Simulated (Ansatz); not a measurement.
# CH₃ClSi: small, medium and large basis sets

How large a basis does CH₃ClSi need? Two functionals are run in growing sets.

Method: one geometry, several basis sets; program: Ansatz 0.2.0, Gaussian basis.

The runs, in order: PBE0-D4/def2-SVP; ωB97M-V/def2-SVP; PBE0-D4/def2-QZVPP; ωB97M-V/def2-QZVPP; the functionals' def2-TZVPP values are taken from earlier runs.

### 1 Structure used throughout

The geometry comes from an earlier relaxation with PBE0-D4 in a triple-zeta def2 set; it is a stationary point.

6 atoms, charge 0, spin multiplicity 1.

Atoms are counted from 1 here; the program's logs count them from 0.

Bond lengths: C1–Si2 1.887 Å, C1–H4 1.096 Å, C1–H5 1.093 Å, C1–H6 1.096 Å, Si2–Cl3 2.093 Å. Angles: Si2–C1–H4 110.2°, Si2–C1–H5 111.6°, Si2–C1–H6 110.2°, H4–C1–H5 109.0°, H4–C1–H6 106.7°, H5–C1–H6 109.0°, C1–Si2–Cl3 98.3°.

### 2 PBE0-D4 in def2-SVP

The input, in.yaml:

```yaml
crystal:
  periodic: [false, false, false]
  atoms:
    - {symbol: C, position_ang: [-0.420911, 0.376226, -0.177077]}
    - {symbol: Si, position_ang: [0.228190, -0.642082, 1.273083]}
    - {symbol: Cl, position_ang: [1.857716, -1.533853, 0.308492]}
    - {symbol: H, position_ang: [0.353847, 1.065786, -0.531386]}
    - {symbol: H, position_ang: [-1.308685, 0.949943, 0.100088]}
    - {symbol: H, position_ang: [-0.668057, -0.280019, -1.019400]}
basis:
  gaussian: {orbitals: def2-SVP}
hamiltonian: {xc: pbe0, dispersion: d4}
output: {orbitals: {seedname: orbitals}}
```

Further steps of the session: ωB97M-V in def2-SVP; PBE0-D4 in def2-QZVPP; ωB97M-V in def2-QZVPP.

**Question.** What will the summary of the whole plan be? Wanted: PBE0-D4: double and triple zeta above quadruple; ωB97M-V: double and triple zeta above quadruple.

As calculated:

| quantity | value |
| --- | --- |
| PBE0-D4: double and triple zeta above quadruple | 9.03, 0.70 eV |
| ωB97M-V: double and triple zeta above quadruple | 9.05, 0.67 eV |

In words: PBE0-D4 gains 8.33 eV from double to triple zeta, then 0.70 eV more. These are total energies; as a rule much of such shifts cancels in differences, which this series doesn't test.
